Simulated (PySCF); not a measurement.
Radiative rates from a computed spectrum

Species: 1,4-pentadiene, C₅H₈.
SMILES: `C=CCC=C`

Level of theory: PySCF, TDDFT PBE0/def2-SVPD, vertical, gas phase, core orbitals frozen in the response. One conformer (not necessarily the lowest) at the GFN2-xTB geometry, without solvent, vibrations or thermal averaging. Torsions of this conformer, `[CH2:1]=[CH:2][CH2:3][CH:4]=[CH2:5]`: C1–C2–C3–C4 117°, C2–C3–C4–C5 117°.

A / s⁻¹ = 0.6670 f (ν̃ / cm⁻¹)² and τ = 1/A in vacuum; |μ| follows from f = (2/3) ΔE |μ|² (atomic units, 1 au = 2.5417 D); ∫σ dE = 109.76 f Mb·eV.

These lifetimes count emission to the ground state at the vertical energy alone; relaxation of the geometry and all other decay channels are left out.

Energies and rates of the computed singlets with f of 0.002 or more:

```tsv
state	λ (nm)	A (s⁻¹)
S1	190.5	5.48×10⁸
S3	169.4	8.39×10⁷
S4	163.8	1.18×10⁸
S5	160.2	1.01×10⁷
S6	157.2	1.47×10⁹
S7	155.9	8.48×10⁶
S8	155.0	2.55×10⁷
```

Which f and |μ| stand behind these rates?

f = A / (0.6670 ν̃²), and |μ| follows from f:

| state | f | \|μ\| (D) | τ | main configurations (H = HOMO, L = LUMO) |
| --- | --- | --- | --- | --- |
| S1 | 0.298 | 3.48 | 1.8 ns | H→L (90%) |
| S3 | 0.036 | 1.14 | 12 ns | H→L+2 (93%) |
| S4 | 0.047 | 1.28 | 8.5 ns | H-1→L+2 (48%), H→L+3 (35%), H→L+1 (9%) |
| S5 | 0.0039 | 0.36 | 99 ns | H→L+1 (35%), H-1→L+2 (28%), H→L+5 (13%) |
| S6 | 0.546 | 4.27 | 680 ps | H-1→L+1 (83%) |
| S7 | 0.0031 | 0.32 | 120 ns | H→L+5 (35%), H→L+1 (25%), H→L+3 (23%) |
| S8 | 0.0092 | 0.55 | 39 ns | H→L+4 (78%), H-1→L+5 (11%) |

How much energy does a mole of photons resonant with S6 carry?

7.886 eV × 96.485 = 761 kJ/mol (182 kcal/mol).

Suppose S1 emitted 0.3 eV lower with the same transition dipole. How would A change?

At fixed |μ|, A goes as the cube of the energy: (6.21/6.51)³ = 0.87, which makes τ about 2.1 ns.

What is the integrated cross-section of all computed states together?

Σf = 0.944 over S1 to S8, so 109.76 × Σf ≈ 104 Mb·eV.
